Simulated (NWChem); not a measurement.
**Ionisation of H2Si**

```xyz
3

Si     0.0000     0.0000    -0.0951
H      1.2867     0.0000     0.6656
H     -1.2867     0.0000     0.6656
```
Charge 0, spin multiplicity 3.

Everything below was run with NWChem. The geometry was optimised at UB3LYP/def2-SVP, a minimum by its harmonic frequencies.

Basis set: def2-TZVPD. −ε marks an orbital energy of the parent.

B3LYP has NWChem's definition, with VWN1-RPA local correlation. This spin state was chosen for the runs; another may lie lower. The structure started from a generated list of species. The unpaired electrons of the parent sit in orbitals of symmetry a1 and b2 (C2v labels of the run); other states weren't searched. No SCF solution was tested for a lower state. Open-shell Hartree-Fock references start from PBE0 orbitals.

Task: One of these methods gave a first vertical ionisation energy of 8.35 eV. Which?
A) −ε(alpha HOMO) of B3LYP
B) evGW0@PBE
C) −ε(alpha HOMO) of HF
D) G0W0@LDA (SVWN5)

Result: C, −ε(alpha HOMO) of HF. The others give 5.40 (−ε(alpha HOMO) of B3LYP), 7.92 (evGW0@PBE), 7.70 (G0W0@LDA (SVWN5)).
